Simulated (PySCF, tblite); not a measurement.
**SiCl₂ (triplet), a cluster model of a defect: EPR parameters**

Aim: the EPR parameters of `Cl[Si]Cl`. It is drawn as: twofold Si.

Computed with tblite 0.8.0 and PySCF 2.14.0; each step states its level. No surroundings beyond the atoms listed, unless a continuum is named. Atoms count from 0, parts from 1.

## Step 1: Starting point

3 atoms, charge 0, multiplicity 3; geometry: distance geometry start.

## Step 2: Geometry optimisation with GFN2-xTB

Job settings and geometry (Å):

```
{"job": {"kind": "relax", "xc": "GFN2-xTB", "basis": "xTB"}, "charge": 0, "multiplicity": 3}
Si    -0.493966     0.348066    -0.928268
Cl     0.106241     1.787934    -2.397452
Cl    -1.124145    -0.784972     0.749984
```

Level: GFN2-xTB geometry optimisation, gas phase.

The run is started by

```sh
> OMP_NUM_THREADS=1 python cluster_run.py task.json out
```

One launch serves the whole session: the jobs run in the order shown.

**Question.** The jobs that follow are: PBE0-D3(BJ)/def2-SVP geometry optimisation, gas phase; UKS B3LYP, IGLO-III on Cl Si, non-relativistic, mean-field spin-orbit, GIAO; UKS BHandHLYP, IGLO-III on Cl Si, non-relativistic, mean-field spin-orbit, GIAO. Predict: point group; rotational constants (main isotopes); D, E (B3LYP); g(iso) (B3LYP); ⟨S²⟩; largest a(iso) (averaged by class); surface potential, 1st and 99th percentile.

The runs gave:

```
                             quantity                    value
                          point group                      C2v
 rotational constants (main isotopes)    22.91, 2.28, 2.08 GHz
                         D, E (B3LYP)      -1.263, -0.034 cm⁻¹
                       g(iso) (B3LYP)                  2.00384
                                 ⟨S²⟩       2.003 (exact 2.00)
   largest a(iso) (averaged by class)  29Si on Si0, -819.6 MHz
surface potential, 1st and 99th percentile       -0.24 V and 1.37 V
```

**Reading.** Over 3 steps the energy fell by 0.003 eV; of the close pairs, Si0–Cl2 changed most, 2.055 to 2.065 Å (PBE0/def2-SVP). No frequency check was run at this level, so the end point may be a saddle. Si0 carries the largest spin population, 1.59 e. The isotropic g lies 1.5 ppt above the free-electron value. The coupling of 29Si on Si0 runs from -865.3 (BHandHLYP/IGLO-III) to -819.6 MHz (B3LYP/IGLO-III). The triplet was assumed; the singlet may lie lower.
